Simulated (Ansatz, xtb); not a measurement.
# H4PSi2: where a starting geometry ends

The starting geometry of this gas-phase doublet has its atoms placed at random.

```json
{"atom": "P", "x (Å)": "0.2872", "y (Å)": "0.9215", "z (Å)": "1.6053"}
{"atom": "Si", "x (Å)": "0.2837", "y (Å)": "-0.3979", "z (Å)": "-2.1492"}
{"atom": "Si", "x (Å)": "-0.5746", "y (Å)": "-0.1336", "z (Å)": "0.0032"}
{"atom": "H", "x (Å)": "1.3875", "y (Å)": "1.0308", "z (Å)": "0.0977"}
{"atom": "H", "x (Å)": "-1.3189", "y (Å)": "-0.3401", "z (Å)": "1.0795"}
{"atom": "H", "x (Å)": "0.7047", "y (Å)": "-0.4800", "z (Å)": "1.0967"}
{"atom": "H", "x (Å)": "-0.0449", "y (Å)": "-1.5710", "z (Å)": "-0.5316"}
```

Task: One run relaxed it with r2SCAN-D4/def2-SVP. What is a likely outcome?

Result: It ends as a structure with H7 bridging Si3 and Si2, given below by its coordinates. Distances that change by over a tenth: Si3–H5 (1.32 → 1.50 Å). Contacts that open: Si3–H6 (1.72 → 2.79 Å). Contacts that close: P1–H4 (1.87 → 1.43 Å), Si2–H7 (2.02 → 1.76 Å).

The energy falls by 4.03 eV over 14 steps:

```
step  E − E(last) (eV)
   1             4.033
   2             2.035
   4             0.509
   5             0.299
   7             0.047
   8             0.020
  10             0.007
  11             0.003
  13             0.000
  14             0.000
```

Final geometry (Å):

| atom | x (Å) | y (Å) | z (Å) |
| --- | --- | --- | --- |
| P | 0.6310 | 1.0169 | 1.3127 |
| Si | -0.3746 | -0.5648 | -2.3197 |
| Si | -0.6863 | -0.1220 | -0.1415 |
| H | 1.7653 | 1.0446 | 0.4473 |
| H | -1.7366 | -0.7709 | 0.7155 |
| H | 1.0523 | -0.1406 | 2.0376 |
| H | 0.0736 | -1.4334 | -0.8504 |

From the same start GFN2-xTB ends elsewhere, differing in Si2–H7 (3.45 against 1.76 Å here).

From so rough a start the end depends on the optimiser's path, so another program may land elsewhere. No frequencies were run, so the end isn't proven a minimum. Open shells are spin-unrestricted. Run with Ansatz 0.2.0, 48 s on 1 thread of Intel(R) Xeon(R) 6975P-C (Granite Rapids) (shared host).
